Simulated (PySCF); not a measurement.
Ligands exchanged one at a time, Si H-F. Gas-phase values, no solvent. Strings in code marks are SMILES.

Quantity: redistribution energy (mixed species minus the weighted end members), in kcal/mol.

Level 1: PBE-D3(BJ)/def2-TZVP // B3LYP-D3(BJ)/def2-TZVP (PySCF)
Level 2: PBE/6-31G* // B3LYP-D3(BJ)/def2-TZVP (PySCF)
Level 3: SVWN5/6-31G* // B3LYP-D3(BJ)/def2-TZVP (PySCF)
Level 4: frozen-core MP2/6-31G* // B3LYP-D3(BJ)/def2-TZVP (PySCF)

| species | level 1 | level 2 | level 3 | level 4 |
|---|---|---|---|---|
| 2 of 4 H replaced by F: `F[SiH2]F` | 2.87 | 4.15 | 5.43 | 3.37 |
| 3 of 4 H replaced by F: `F[SiH](F)F` | -0.74 | -0.14 | 0.50 | -0.48 |
| 1 of 4 H replaced by F: `F[SiH3]` | 4.79 | 6.32 | 7.60 | 5.43 |
